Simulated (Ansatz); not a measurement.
# Relative stability

Two relaxed structures of Si₂HO (charge +1), singlet (PBE0-D4/def2-TZVP; forces vanish, vibrations not checked).

A:

O1  (0.117, -0.107, -0.206)
Si2  (-0.347, 0.677, 1.158)
Si3  (1.234, -1.077, 0.635)
H4  (1.805, -1.913, -0.464)
(Å)

B:

```
4
angstrom
O -0.2061 0.1292 -0.3406
Si -0.0852 0.5991 1.3910
Si 0.9767 -1.1578 0.0822
H -0.6854 0.4295 -1.1326
```

Computed with Ansatz 0.2.0 (basis: def2-TZVPP); correlated methods freeze the cores. B3LYP uses VWN-RPA correlation.

Q: Which structure is lower at CCSD(T), and by how much? (Judge from chemistry; the value comes from the calculation.)

A: The calculation gives: A, by 0.740 eV (electronic energy, against the other). By their contacts, A is Si₂HO ([O]1[Si][SiH]1), total charge +1 and B is Si₂HO ([OH]1[Si][Si]1), total charge +1.

All methods give the same order:

| method | E(B) − E(A) (eV) |
| --- | --- |
| PBE-D4 | 0.686 |
| r2SCAN-D4 | 0.853 |
| PBE0-D4 | 0.681 |
| B3LYP-D4 | 0.726 |
| wB97M-V | 0.732 |
| HF | 0.791 |
| MP2 | 0.881 |
| CCSD | 0.716 |
| CCSD(T) | 0.740 |

T1 diagnostic: at most 0.020. The restricted Hartree–Fock reference is unstable towards an unrestricted one at one or more of these structures.

Labels in which every atom is bracketed show which atoms are joined, not bond orders.

For scale, one of the runs: CCSD(T)/def2-TZVPP, 129 basis functions, launched by `ansatz run in.yaml --threads 2 --pin off --events-out ev --progress --plain --max-ram 4352MiB`. The run took about 5 s on 2 CPU threads of an Arm Neoverse V2 (shared host).
